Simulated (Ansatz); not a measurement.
```yaml
crystal:
  periodic: [false, false, false]
  atoms:
    - {symbol: C, position_ang: [1.102091, 2.482585, -2.125553]}
    - {symbol: N, position_ang: [-0.872136, 2.293333, -0.185722]}
    - {symbol: C, position_ang: [-1.712780, -0.514787, 0.861893]}
    - {symbol: C, position_ang: [0.328541, -2.490192, 2.254433]}
    - {symbol: N, position_ang: [-0.255530, -3.319988, -0.297804]}
    - {symbol: H, position_ang: [2.221723, 0.569085, -3.070630]}
    - {symbol: H, position_ang: [1.727371, 4.651511, -2.924684]}
    - {symbol: H, position_ang: [-4.045036, -0.666699, 1.345966]}
    - {symbol: H, position_ang: [1.700455, -3.106927, 4.104703]}
basis:
  gaussian: {orbitals: STO-3G, nuclear_model: gaussian}
hamiltonian: {xc: {name: wB97M-V}}
output: {forces: true}
```

```sh
$ ansatz run in.yaml --threads 2 --pin off --events-out ev --progress --plain --max-ram 4352MiB
```

Shortened log:

```
Functional definition: wB97M-V
357 factors; integrals over basis functions are off by at most 4.3e-5 eV
146 factors; integrals over basis functions are off by at most 1.6e-6 eV
mean field evaluation 1: about -5956.7158 eV, gradient 7.1e1 eV
mean field evaluation 2: about -5529.2505 eV, gradient 1.0e2 eV
mean field evaluation 4: about -5893.8640 eV, gradient 6.8e1 eV
mean field evaluation 8: about -6014.6700 eV, gradient 7.8e0 eV
mean field evaluation 16: about -6015.8559 eV, gradient 2.1e-3 eV
mean field evaluation 32: about -6015.8559 eV, gradient 1.3e-5 eV
mean field -6015.85587176 eV, -221.0786255935 hartree, gradient 3.9e-8 eV, S^2 0.000000; 6 other end points of the search recorded, 0 dependent functions left out
reference -6015.85591714 eV, -221.0786272613 hartree; 18, 18 occupied and 11, 11 virtual orbitals, 357 factors
Total energy: -6015.85591714 eV, -221.0786272613 hartree
Atom 0 at     1.102091     2.482585    -2.125553 Å, force     1.857393     0.409620    -1.851794 eV/Å
Atom 1 at    -0.872136     2.293333    -0.185722 Å, force    -0.095974    -2.013801     0.182631 eV/Å
Atom 2 at    -1.712780    -0.514787     0.861893 Å, force    -2.962049     1.489006     0.102310 eV/Å
Atom 3 at     0.328541    -2.490192     2.254433 Å, force     0.893209    -1.267612    -0.170243 eV/Å
Atom 4 at    -0.255530    -3.319988    -0.297804 Å, force     0.901990     0.819618     3.187705 eV/Å
Atom 5 at     2.221723     0.569085    -3.070630 Å, force    -1.623812     3.129480     1.334767 eV/Å
Atom 6 at     1.727371     4.651511    -2.924684 Å, force    -0.858535    -3.605684     1.143300 eV/Å
Atom 7 at    -4.045036    -0.666699     1.345966 Å, force     3.899897     0.364201    -0.824120 eV/Å
Atom 8 at     1.700455    -3.106927     4.104703 Å, force    -2.012119     0.675172    -3.104556 eV/Å
Dipole moment:     0.094024     0.040752    -0.030721 e Å
```

(1) Something in this input is off. What?

Answers

(1) The geometry is stretched to more than twice its size. The run converged. The result belongs to that input, not to the molecule as meant.
